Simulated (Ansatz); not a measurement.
**B3LYP/6-31G(d) (spherical functions) run of C6H6 (fulvene)**

Aim: the vertical ionisation energy of C6H6 (fulvene) at B3LYP/6-31G* (spherical functions), from 2 runs. 

The results are computed with Ansatz 0.2.0.

17 further runs of the same task are left out: 17 set aside as unsound or not needed.

## 1. Starting point

The species is C6H6 (12 atoms), meant as a singlet with charge 0. As SMILES, `C=C1C=CC=C1`. The shape is that of a PBE0-D4/def2-TZVP optimisation.

Bond lengths: C1–C2 1.336 Å, C2–C3 1.465 Å, C3–C4 1.346 Å, C4–C5 1.466 Å, C2–C6 1.465 Å, C5–C6 1.346 Å, C1–H7 1.084 Å, C1–H8 1.084 Å, C3–H9 1.081 Å, C4–H10 1.082 Å, C5–H11 1.082 Å, C6–H12 1.081 Å. Some angles: C1–C2–C3 126.8°, C1–C2–C6 126.8°, C3–C2–C6 106.3°, C2–C3–C4 107.8°, C3–C4–C5 109.0°, C4–C5–C6 109.0°, C2–C6–C5 107.8°, C2–C1–H7 121.3°, C2–C1–H8 121.3°, C2–C3–H9 124.6°.

## 2. The energy at B3LYP/6-31G(d) (spherical functions)

input.yaml reads:

```yaml
crystal:
  periodic: [false, false, false]
  atoms:
    - {symbol: C, position_ang: [-0.818100, -1.597600, 0.906600]}
    - {symbol: C, position_ang: [-0.269900, -0.537800, 0.305500]}
    - {symbol: C, position_ang: [0.652900, 0.430400, 0.902600]}
    - {symbol: C, position_ang: [0.964800, 1.337500, -0.041700]}
    - {symbol: C, position_ang: [0.261500, 0.997400, -1.282700]}
    - {symbol: C, position_ang: [-0.471600, -0.113400, -1.081700]}
    - {symbol: H, position_ang: [-1.493400, -2.259800, 0.376500]}
    - {symbol: H, position_ang: [-0.605400, -1.830200, 1.944100]}
    - {symbol: H, position_ang: [1.002400, 0.394600, 1.924400]}
    - {symbol: H, position_ang: [1.624900, 2.186300, 0.076600]}
    - {symbol: H, position_ang: [0.333200, 1.561600, -2.202900]}
    - {symbol: H, position_ang: [-1.104400, -0.624200, -1.793300]}
basis:
  gaussian:
    orbitals: 6-31G_st_-spherical.json
total_charge: 0
hamiltonian:
  xc: {name: B3LYP}
accuracy: high
output: {orbitals: {seedname: orbitals}}
```

The basis set 6-31G* is read from a file made from the Basis Set Exchange's data (not shown).

The run is started by

```console
$ ansatz run input.yaml --threads 1 --pin off --max-ram 3480MiB --events-out events.jsonl --progress --plain --runs-dir runs
```

Standard output:

```text
Warning: RAYON_NUM_THREADS=1 ignored (pool sized by the plan → 1); use --threads N
Functional definition: B3LYP
  name "B3LYP"
  parameter a0 = 0.2
  parameter ax = 0.72
  parameter ac = 0.81
  exchange = (1 - a0 - ax)*slater_x + ax*b88_x + a0*exact_x
  correlation = (1 - ac)*vwn_rpa_c + ac*lyp_c
2398 factors; integrals over basis functions are off by at most 2.9e-9 eV
mean field evaluation 1: about -6311.1718 eV, gradient 5.0e1 eV
mean field evaluation 2: about -6309.8370 eV, gradient 5.6e1 eV
mean field evaluation 4: about -6317.7902 eV, gradient 3.9e0 eV
mean field evaluation 8: about -6318.1000 eV, gradient 9.5e-1 eV
mean field evaluation 16: about -6318.1025 eV, gradient 7.1e-5 eV
mean field -6318.10253176 eV, -232.1859854784 hartree, gradient 8.9e-8 eV, S^2 0.000000; 0 other end points of the search recorded, 0 dependent functions left out
reference -6318.10256927 eV, -232.1859868569 hartree; 21, 21 occupied and 75, 75 virtual orbitals, 2398 factors
Total energy: -6318.10256927 eV, -232.1859868569 hartree
```

Run time: 9.3 s. Hardware: 1 thread of Arm Neoverse V2, shared host; peak memory 0.36 GiB.

## 3. The doublet cation at the same level

molecule.yaml reads:

```yaml
crystal:
  periodic: [false, false, false]
  atoms:
    - symbol: C
      position_ang: [-0.818100, -1.597600, 0.906600]
    - symbol: C
      position_ang: [-0.269900, -0.537800, 0.305500]
    - symbol: C
      position_ang: [0.652900, 0.430400, 0.902600]
    - symbol: C
      position_ang: [0.964800, 1.337500, -0.041700]
    - symbol: C
      position_ang: [0.261500, 0.997400, -1.282700]
    - symbol: C
      position_ang: [-0.471600, -0.113400, -1.081700]
    - symbol: H
      position_ang: [-1.493400, -2.259800, 0.376500]
    - symbol: H
      position_ang: [-0.605400, -1.830200, 1.944100]
    - symbol: H
      position_ang: [1.002400, 0.394600, 1.924400]
    - symbol: H
      position_ang: [1.624900, 2.186300, 0.076600]
    - symbol: H
      position_ang: [0.333200, 1.561600, -2.202900]
    - symbol: H
      position_ang: [-1.104400, -0.624200, -1.793300]
basis:
  gaussian:
    orbitals: 6-31G_st_-spherical.json
total_charge: 1
magnetization:
  spin_polarized: true
  initial_magnetization: 1
hamiltonian:
  xc: {name: B3LYP}
accuracy: high
output: {orbitals: {seedname: orbitals}}
```

The basis set 6-31G* is read from a file made from the Basis Set Exchange's data (not shown).

The run is started by

```console
$ ansatz run molecule.yaml --threads 1 --pin off --max-ram 3480MiB --events-out events.jsonl --progress --plain --runs-dir runs
```

Standard output:

```text
Warning: RAYON_NUM_THREADS=1 ignored (pool sized by the plan → 1); use --threads N
Functional definition: B3LYP
  name "B3LYP"
  parameter a0 = 0.2
  parameter ax = 0.72
  parameter ac = 0.81
  exchange = (1 - a0 - ax)*slater_x + ax*b88_x + a0*exact_x
  correlation = (1 - ac)*vwn_rpa_c + ac*lyp_c
2399 factors; integrals over basis functions are off by at most 2.9e-9 eV
mean field evaluation 1: about -6300.8696 eV, gradient 4.0e1 eV
mean field evaluation 2: about -6300.0686 eV, gradient 4.3e1 eV
mean field evaluation 4: about -6309.6940 eV, gradient 3.1e0 eV
mean field evaluation 8: about -6310.0258 eV, gradient 1.2e-1 eV
mean field evaluation 16: about -6310.0259 eV, gradient 3.6e-4 eV
mean field -6310.02594710 eV, -231.8891764668 hartree, gradient 5.3e-8 eV, S^2 0.759349; 0 other end points of the search recorded, 0 dependent functions left out
reference -6310.02598245 eV, -231.8891777659 hartree; 21, 20 occupied and 75, 76 virtual orbitals, 2399 factors
Total energy: -6310.02598245 eV, -231.8891777659 hartree
```

Wall time 17 s (1 thread of Arm Neoverse V2, shared host); peak memory 0.5 GiB.

## 4. Results

At B3LYP/6-31G* (spherical functions):

| quantity | value |
| --- | --- |
| singlet C6H6: total energy | -232.18599 Eh |
| singlet C6H6: HOMO energy | -5.80 eV |
| singlet C6H6: LUMO energy | -1.65 eV |
| singlet C6H6: HOMO–LUMO gap | 4.15 eV |
| doublet cation: total energy | -231.88918 Eh |
| doublet cation: HOMO energy (highest over α and β) | -12.82 eV |
| doublet cation: LUMO energy (lowest over α and β) | -10.35 eV |
| doublet cation: ⟨S²⟩ | 0.759 |
| vertical ionisation energy (to the doublet cation) | 8.077 eV |

The vertical ionisation energy comes to 8.08 eV (779 kJ/mol). The negative HOMO energy of the first species, 5.80 eV, lies 2.28 eV below that difference.
